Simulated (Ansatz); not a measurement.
The cluster Li2H2⁺. Total charge 1; doublet. Geometry PBE-D4/def2-TZVP; atoms count from 1.

```tsv
atom	x (Å)	y (Å)	z (Å)
Li1	-0.3011	1.5975	-0.0344
Li2	0.3009	-1.5975	0.0345
H3	-0.2713	-0.0637	-0.5849
H4	0.2715	0.0638	0.5848
```

In the charge 1 doublet, H3 and H4 lie 1.30 Å apart (atoms count from 1), so these atoms are partly bonded to each other. The structure comes from a short search, and lower isomers may exist.

**Question.** Estimate the Mulliken populations from the PBE0/def2-TZVP orbitals of Ansatz.

**Answer.** 
```json
{"atom": "Li1", "charge (e)": "0.85", "spin (α − β)": "0.05"}
{"atom": "Li2", "charge (e)": "0.85", "spin (α − β)": "0.05"}
{"atom": "H3", "charge (e)": "-0.35", "spin (α − β)": "0.45"}
{"atom": "H4", "charge (e)": "-0.35", "spin (α − β)": "0.45"}
```
Mulliken values depend strongly on the basis.

**Question.** Where does the spin sit?

**Answer.** Summed by element: Li 0.09, H 0.91, of 1 unpaired in all. Largest on single atoms: H3 0.45, H4 0.45, Li1 0.05.
